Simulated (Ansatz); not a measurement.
The input, for Ansatz 0.2.0:

```yaml
crystal:
  periodic: [false, false, false]
  atoms:
    - {symbol: Sn, position_ang: [0.000000, 0.000000, 0.000000]}
    - {symbol: H, position_ang: [0.000000, 0.000000, -1.655400]}
    - {symbol: H, position_ang: [0.000000, 0.000000, 1.655400]}
basis:
  gaussian: {orbitals: def2-SVP}
total_charge: 1
magnetization: {spin_polarized: false, initial_magnetization: 1}
correlation: {method: sc_nevpt2, electrons: outside_noble_gas, active_space: {window: {electrons: 5, orbitals: 6}, shells: [{species: H, l: s, shell: 1}, {species: Sn, l: s, shell: 5}, {species: Sn, l: p, shell: 5}]}}
```

```sh
$ ansatz run in.yaml --threads 1 --pin off --events-out ev --progress --plain --max-ram 2393MiB
```

Log:

```
763 factors; integrals over basis functions are off by at most 1.5e-7 eV
mean field evaluation 1: about -5826.9366 eV, gradient 6.3e0 eV
mean field evaluation 2: about -5826.9408 eV, gradient 6.3e0 eV
mean field evaluation 4: about -5827.1880 eV, gradient 1.8e-1 eV
mean field evaluation 8: about -5827.1879 eV, gradient 2.9e-4 eV
mean field evaluation 16: about -5827.1879 eV, gradient 1.8e-6 eV
mean field -5827.18790580 eV, -214.1452057285 hartree, gradient 5.5e-7 eV, S^2 0.750000; 4 other end points of the search recorded, 0 dependent functions left out
reference -5827.18790580 eV, -214.1452057285 hartree; 12, 11 occupied and 24, 25 virtual orbitals, 763 factors
state -5828.39462717 eV, -214.1895519208 hartree
state -5828.39462717 eV, -214.1895519208 hartree; corrected -5829.15753871 eV, -214.2175884026 hartree
Total energy: -5829.15753871 eV, -214.2175884026 hartree
Checks for a lower state left out: starts, orbital_swaps
```

For the same geometry and basis full CI lies 260.0 meV lower.

Ran on 1 thread of AMD EPYC, shared host: 1.8 s wall, 0.1 GiB peak host memory.
